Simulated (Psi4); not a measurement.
# BH3 (borane): DSD-PBEP86/def2-TZVPPD (density fitting for correlation)

What is the vertical electron affinity of BH3 (borane) at DSD-PBEP86/def2-TZVPPD (density fitting for correlation)? 

The calculation is run with Psi4 1.11.

2 further runs of the same task are left out: 2 set aside as unsound or not needed.

### 1 The system as given

BH3: 4 atoms, total charge 0, spin state singlet. SMILES: `B`. The coordinates come from a PBE0-D4/def2-TZVP relaxation.

Bond lengths: B1–H2 1.193 Å, B1–H3 1.193 Å, B1–H4 1.193 Å. Angles: H2–B1–H3 120.0°, H2–B1–H4 120.0°, H3–B1–H4 120.0°.

### 2 A single-point energy at DSD-PBEP86/def2-TZVPPD (density fitting for correlation)

Contents of bh3.inp:

```
memory 1.6 GB

molecule mol {
  0 1
  B
  H 1 1.193489
  H 1 1.193493 2 120.00312
  H 1 1.193451 2 119.99514 3 179.98694
  symmetry c1
}

set {
  basis                def2-TZVPPD
  puream               true
  e_convergence        1e-09
  d_convergence        1e-08
  scf_type             pk
  dft_radial_points    99
  dft_spherical_points 590
  num_frozen_docc      1
}

result = energy('dsd-pbep86')
print_variables()
```

Command:

```bash
$ psi4 bh3.inp bh3.out -n 1
```

bh3.out:

```text
[...]
  Running in c1 symmetry.
[...]
  Nuclear repulsion =    7.418840106720390
[...]
  Multiplicity = 1
[...]
  Nalpha       = 4
  Nbeta        = 4
[...]
    Number of basis functions: 88
[...]
   @RKS iter   1:   -26.47424406324149   -6.57336e-01   1.36860e-03 ADIIS/DIIS
[...]
   @RKS iter   7:   -26.48403904202863   -1.59872e-11   3.11850e-09 DIIS
[...]
    Orbital Energies [Eh]
    ---------------------
    Doubly Occupied:
       1A     -7.312481     2A     -0.642881     3A     -0.451238
       4A     -0.451228
[...]
  @RKS Final Energy:   -26.48403904202863
   => Energetics <=
    Nuclear Repulsion Energy =              7.4188401067203902
    One-Electron Energy =                 -49.0431073947469827
    Two-Electron Energy =                  16.6025754737649720
    DFT Exchange-Correlation Energy =      -1.4623472277670064
    Empirical Dispersion Energy =           0.0000000000000000
    VV10 Nonlocal Energy =                  0.0000000000000000
    Total Energy =                        -26.4840390420286269
[...]
 Multipole Moments:
 ------------------------------------------------------------------------------------
     Multipole            Electronic (a.u.)      Nuclear  (a.u.)        Total (a.u.)
 ------------------------------------------------------------------------------------
 L = 1.  Multiply by 2.5417464519 to convert [e a0] to [Debye]
 Dipole X            :         -0.0002589            0.0001894           -0.0000695
 Dipole Y            :          0.0000328           -0.0000376           -0.0000047
 Dipole Z            :         -0.0000541            0.0000389           -0.0000152
 Magnitude           :                                                    0.0000713
[...]
```

Wall time 11 s (1 thread of Intel Xeon Platinum 8259CL at 2.50GHz (Skylake/Cascade Lake), shared host); peak memory 0.91 GiB.

### 3 The doublet anion, same level

Contents of run.py:

```python
import numpy as np
from ase.calculators.psi4 import Psi4
from ase import Atoms

atoms = Atoms(['B', 'H', 'H', 'H'], positions=[
    [0.013900, -0.015100, -0.005100],
    [0.982200, 0.381700, 0.568800],
    [-0.276200, -1.171800, 0.043000],
    [-0.664400, 0.744900, -0.626900],
])
calc = Psi4(atoms=atoms, method='dsd-pbep86', basis='def2-TZVPPD', memory='1600MB', num_threads=1, charge=-1, multiplicity=2, label='psi4-calc', reference='uks')
calc.psi4.set_options({'puream': True, 'e_convergence': 1e-09, 'd_convergence': 1e-08, 'scf_type': 'pk', 'dft_radial_points': 99, 'dft_spherical_points': 590, 'num_frozen_docc': 1, 'maxiter': 100})
atoms.calc = calc

print(f'energy: {atoms.get_potential_energy():.6f} eV')
```

Command:

```bash
$ python run.py
```

psi4-calc.dat:

```text
[...]
  Running in c1 symmetry.
[...]
  Nuclear repulsion =    7.418838234776623
[...]
  Multiplicity = 2
[...]
  Nalpha       = 5
  Nbeta        = 4
[...]
    Number of basis functions: 88
[...]
   @UKS iter   1:   -26.35845602462696   -5.41548e-01   4.06184e-03 DIIS/ADIIS
[...]
   @UKS iter  11:   -26.46404006163440   -5.01643e-12   2.09912e-09 DIIS
[...]
   @S^2 Observed:                7.561947206E-01
[...]
    Orbital Energies [Eh]
    ---------------------
    Alpha Occupied:
       1A     -7.010331     2A     -0.389063     3A     -0.183090
       4A     -0.183080     5A      0.034326
    Alpha Virtual:
       6A      0.169826     7A      0.280395     8A      0.280396
       9A      0.289512    10A      0.289513    11A      0.307057
      12A      0.314276    13A      0.314278    14A      0.357882
      15A      0.381446    16A      0.474834    17A      0.494864
      18A      0.494867    19A      0.507669    20A      0.527131
      21A      0.527132    22A      0.530588    23A      0.530590
      24A      0.567337    25A      0.629226    26A      0.653878
[...]
  @UKS Final Energy:   -26.46404006163440
   => Energetics <=
    Nuclear Repulsion Energy =              7.4188382347766231
    One-Electron Energy =                 -51.2317528719374877
    Two-Electron Energy =                  18.8701323051457805
    DFT Exchange-Correlation Energy =      -1.5212577296193146
    Empirical Dispersion Energy =           0.0000000000000000
    VV10 Nonlocal Energy =                  0.0000000000000000
    Total Energy =                        -26.4640400616343996
[...]
 Multipole Moments:
 ------------------------------------------------------------------------------------
     Multipole            Electronic (a.u.)      Nuclear  (a.u.)        Total (a.u.)
 ------------------------------------------------------------------------------------
 L = 1.  Multiply by 2.5417464519 to convert [e a0] to [Debye]
 Dipole X            :         -0.0000785           -0.0000804           -0.0001589
 Dipole Y            :         -0.0000323            0.0000804            0.0000481
 Dipole Z            :          0.0000314            0.0001608            0.0001922
 Magnitude           :                                                    0.0002539
[...]
```

On the terminal:

```text
energy: -722.140535 eV
```

Wall time 21 s (1 thread of Intel Xeon Platinum 8259CL at 2.50GHz (Skylake/Cascade Lake), shared host); peak memory 0.92 GiB.

### 4 What came out

Level: DSD-PBEP86/def2-TZVPPD (density fitting for correlation), 1 core orbital frozen.

| quantity | value |
| --- | --- |
| singlet BH3: total energy | -26.54650 Eh |
| singlet BH3: HOMO energy (SCF part's orbitals) | -12.28 eV |
| singlet BH3: LUMO energy (SCF part's orbitals) | 0.20 eV |
| singlet BH3: HOMO–LUMO gap (SCF part's orbitals) | 12.48 eV |
| doublet anion: total energy | -26.53818 Eh |
| doublet anion: HOMO energy (SCF part's orbitals) (highest over α and β) | 0.93 eV |
| doublet anion: LUMO energy (SCF part's orbitals) (lowest over α and β) | 4.62 eV |
| doublet anion: ⟨S²⟩ | 0.756 |
| vertical electron affinity (to the doublet anion) | -0.226 eV |

In words: The anion lies 0.23 eV (5.2 kcal/mol) above the neutral: the electron isn't bound at this level, and such a value depends on the basis. The HOMO (doublet anion) lies at positive energy, 0.93 eV; only total energies tell whether the electron is bound.
